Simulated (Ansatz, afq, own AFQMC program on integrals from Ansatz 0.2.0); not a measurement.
**Where AFQMC and coupled cluster stand for AlO, quartet**

```xyz
2

Al    0.0000    0.0000    0.0000
O     0.0000    0.0000    3.2190
```

Basis 6-31G. Noble-gas cores (and the filled d shells of Ga–Kr and In–Xe) are frozen. Ansatz 0.2.0 and our own AFQMC program on the same integrals; the CISD trial comes from CCSD amplitudes, and released means the phaseless constraint is let go. ± is one standard error of the sampling.

Determinant: UHF, the one that the program's search chose, which needn't be the lowest solution. The geometry is a point of a scan.

Full CI on the same integrals is exact in this basis and with this determinant's frozen core.

Cautions: lower spins were not checked; the released energies have errors that jump between times, so the bars are unsure, so no released level is given (meV from the phaseless value at times in 1/Eh: -3 ± 4 at 0.24, 0.1 ± 0.9 at 0.51, 27 ± 26 at 0.99, -1.1 ± 1.0 at 1.62, -3.7 ± 1.1 at 2.40), though the last usable value meets full CI within the noise.

* T1 diagnostic: 0.0080
* weight of the determinant in the CISD state: 0.933
* ⟨S²⟩ of the determinant: 3.756
* size of the correlated space: 9 electrons in 16 orbitals

Reference: full CI, correlation energy -2.418 eV.

```tsv
level	E − E(reference) (meV)	share of correlation (%)
HF	2418.1	0.00
MP2	583.3	75.88
CCSD	24.0	99.01
CCSD(T)	8.5	99.65
CCSDT	1.2	99.95
CCSDT(Q)	0.3	99.99
CCSDTQ	0.0	100.00
ph-AFQMC/HF	89.8 ± 15.0	96.29
ph-AFQMC/CISD	5.1 ± 1.0	99.79
```

CCSDT and higher add their correlation energy to the determinant of the CCSD(T) run, since their own runs factorise the integrals more tightly (a shift of under 2 meV). A walk keeps the symmetry of its determinant, which the program's search chose and which needn't be the lowest solution, so a lower state of the same spin and another symmetry isn't excluded.
